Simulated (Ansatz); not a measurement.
`C=C1C=C1Cl` + H₂ → `C=C1C=C1` + HCl at 298.15 K and 1 bar (hydrogenolysis of a C–Cl bond).

Isolated molecules relaxed with PBE0-D4/def2-TZVP in Ansatz; ΔE leaves out vibrations. CCSD(T)/CBS is the MP2 limit (def2-TZVPP, def2-QZVPP) plus CCSD(T) − MP2 in def2-TZVPP, frozen cores. This one scheme is used for every species.

```json
{"species": "`C=C1C=C1Cl`", "CCSD(T)/CBS energy (Eh)": "-613.66003", "H − E (kJ/mol)": "153.5", "S (J/(mol·K))": "302.2"}
{"species": "H₂", "CCSD(T)/CBS energy (Eh)": "-1.17544", "H − E (kJ/mol)": "35.1", "S (J/(mol·K))": "130.4"}
{"species": "`C=C1C=C1`", "CCSD(T)/CBS energy (Eh)": "-154.48542", "H − E (kJ/mol)": "173.3", "S (J/(mol·K))": "263.4"}
{"species": "HCl", "CCSD(T)/CBS energy (Eh)": "-460.38127", "H − E (kJ/mol)": "26.6", "S (J/(mol·K))": "186.8"}
```

H − E and S are ideal-gas, rigid-rotor, harmonic terms from PBE0-D4/def2-TZVP. The MP2-based limit puts H₂ 0.8 mEh under its directly extrapolated value; such offsets cancel only in part. 1 Eh = 2625.50 kJ/mol, R = 8.31446 J/(mol·K).

Task: By hand: ΔE, ΔH, ΔS and ΔG.

Result: ΔE = (-154.48542) + (-460.38127) − (-613.66003) − (-1.17544) = -0.03122 Eh = -82.0 kJ/mol. Δ(H − E) = 173.3 + 26.6 − 153.5 − 35.1 = 11.3, so ΔH = -70.7 kJ/mol. ΔS = 263.4 + 186.8 − 302.2 − 130.4 = 17.6 J/(mol·K). ΔG = -70.7 − 298.15 × (17.6)/1000 = -75.9 kJ/mol.

Task: By hand: the equilibrium constant, and the temperature at which ΔG would vanish if ΔH and ΔS stayed fixed.

Result: log₁₀ K = −ΔG/(RT ln 10) = 13.3. ΔH and −TΔS have one sign here, so there is no such temperature.

ΔH outweighs TΔS. A doubt of 5 kJ/mol in ΔE shifts log₁₀ K by 0.9 here. These are equilibria of isolated gas molecules and say nothing of rates. Largest T1 diagnostic: 0.013 (customary marks: 0.02 for closed shells, 0.045 for open ones).
